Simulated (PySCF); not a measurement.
## Potential energy of SO⁻ along the bond

Set-up: S aug-pcseg-1, O aug-pcseg-1; no relativity (PySCF 2.14). Energies in eV from S⁻ + O in their ground configurations at the same level. State: ²Π (doublet), unpaired electrons π ↑.

```tsv
R (Å)	r²SCAN
1.380	-3.042
1.444	-3.749
1.509	-4.144
1.557	-4.291
1.605	-4.344
1.653	-4.325
1.717	-4.216
1.798	-3.988
1.894	-3.633
2.022	-3.100
```

Problem. Put a parabola through the three lowest points of the r²SCAN curve and estimate Re, k and ωe (reduced mass 10.66 u; 1 eV/Å² = 0.16022 mdyn/Å; ωe = 1302.8·√(k/μ) cm⁻¹).

Solution. Through R = 1.557, 1.605, 1.653 Å the second-order coefficient is 15.6 eV/Å², so Re ≈ 1.616 Å, k ≈ 5.01 mdyn/Å and ωe ≈ 893 cm⁻¹. A polynomial fit of higher order to the unrounded r²SCAN energies gives Re = 1.614 Å, k = 4.71 mdyn/Å, ωe = 866 cm⁻¹; anharmonicity and rounding make the difference.

The higher-order fit for each curve: r²SCAN: Re = 1.614 Å, ωe = 866 cm⁻¹, De = 4.35 eV.

For an ion De counts to the pair picked by the measured ionisation energies or electron affinities, which need not be the lowest pair at this level. The highest Kohn–Sham level is positive in this anion. Much of that is self-interaction error, but it also means that the finite basis helps to hold the extra electron. The state was picked by a PBE0 search and need not be the measured ground state.
